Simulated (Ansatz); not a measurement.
# AlFH₂Mg (SMILES [F][AlH][MgH]): functionals against CCSD(T) at one geometry

How do the functionals fare away from a minimum? The structure is a structure displaced at random from a GFN2-xTB minimum.

The runs use Ansatz 0.2.0, Gaussian basis; single points in def2-TZVPP.

Correlated methods freeze the cores. The outer core shell of Li, Na, Mg and K is correlated.

## (1) Starting geometry

SMILES `[F][AlH][MgH]`, 5 atoms, charge 0, spin multiplicity 1.

Atoms are counted from 1 here; the program's logs count them from 0.

Bond lengths: F1–Al2 1.476 Å, Al2–H4 1.631 Å, Mg3–H5 1.806 Å. Angles: F1–Al2–H4 112.7°.

As a file:

```
F    -1.72120   -1.79500    0.57780
Al   -0.89360   -0.68550    0.06510
Mg    1.72090    0.34010    0.25240
H    -1.71430    0.30010   -0.94300
H     2.75240    1.77930   -0.10310
```

## (2) CCSD(T)/def2-TZVPP

run/in.yaml

```yaml
crystal:
  periodic: [false, false, false]
  atoms:
    - {symbol: F, position_ang: [-1.721200, -1.795000, 0.577800]}
    - {symbol: Al, position_ang: [-0.893600, -0.685500, 0.065100]}
    - {symbol: Mg, position_ang: [1.720900, 0.340100, 0.252400]}
    - {symbol: H, position_ang: [-1.714300, 0.300100, -0.943000]}
    - {symbol: H, position_ang: [2.752400, 1.779300, -0.103100]}
basis:
  gaussian: {orbitals: def2-TZVPP}
correlation: {method: ccsd_t}
output: {forces: true}
```

The command line of these runs was not kept.

## (3) PBE0-D4/def2-TZVPP

run/in.yaml, as its differences from that of step 2:

```diff
@@ -10,3 +10,3 @@
   gaussian: {orbitals: def2-TZVPP}
-correlation: {method: ccsd_t}
-output: {forces: true}
+hamiltonian: {xc: pbe0, dispersion: d4}
+output: {forces: true, orbitals: {seedname: orbitals}}
```

## (4) wB97M-V/def2-TZVPP

run/in.yaml, as its differences from that of step 3:

```diff
@@ -10,3 +10,3 @@
   gaussian: {orbitals: def2-TZVPP}
-hamiltonian: {xc: pbe0, dispersion: d4}
-output: {forces: true, orbitals: {seedname: orbitals}}
+hamiltonian: {xc: {name: wB97M-V}}
+output: {forces: true}
```

## (5) r2SCAN-D4/def2-TZVPP

run/in.yaml, as its differences from that of step 4:

```diff
@@ -10,3 +10,3 @@
   gaussian: {orbitals: def2-TZVPP}
-hamiltonian: {xc: {name: wB97M-V}}
+hamiltonian: {xc: r2scan, dispersion: d4}
 output: {forces: true}
```

## (6) PBE-D4/def2-TZVPP

run/in.yaml, as its differences from that of step 5:

```diff
@@ -10,3 +10,3 @@
   gaussian: {orbitals: def2-TZVPP}
-hamiltonian: {xc: r2scan, dispersion: d4}
+hamiltonian: {xc: pbe, dispersion: d4}
 output: {forces: true}
```

## (7) SPW92/def2-TZVPP

run/in.yaml, as its differences from that of step 6:

```diff
@@ -10,3 +10,3 @@
   gaussian: {orbitals: def2-TZVPP}
-hamiltonian: {xc: pbe, dispersion: d4}
+hamiltonian: {xc: lda}
 output: {forces: true}
```

## (8) LC-wPBE/def2-TZVPP

run/in.yaml, as its differences from that of step 7:

```diff
@@ -10,3 +10,3 @@
   gaussian: {orbitals: def2-TZVPP}
-hamiltonian: {xc: lda}
+hamiltonian: {xc: {name: LC-wPBE}}
 output: {forces: true}
```

(Steps that only read results are left out.)

What does the calculation give? Wanted: energy less free atoms, CCSD(T)/def2-TZVPP; RMS force component; RMS force error; HOMO and LUMO, PBE0-D4; T1 diagnostic.

As calculated:

| quantity | value |
| --- | --- |
| energy less free atoms, CCSD(T)/def2-TZVPP | -1064.6 kJ/mol |
| RMS force component | 3.058 to 3.329 eV/Å over the methods |
| RMS force error | PBE0-D4 0.124, wB97M-V 0.033, r2SCAN-D4 0.093, PBE-D4 0.114, SPW92 0.223, LC-wPBE 0.034 eV/Å |
| HOMO and LUMO, PBE0-D4 | -6.10 and -1.96 eV |
| T1 diagnostic | 0.010 |

In words: Against CCSD(T) the functionals' energies less atoms differ by -168.1 to -5.7 kJ/mol, PBE-D4 by -17.8 kJ/mol. The reference is not at the basis limit: in triple zeta CCSD(T) underbinds, which counts against methods that bind more; the gaps are no ranking. For forces wB97M-V does best and SPW92 worst. Frozen-core CCSD(T) forces in triple zeta carry basis errors of their own, and this is one geometry, so small gaps rank nothing.
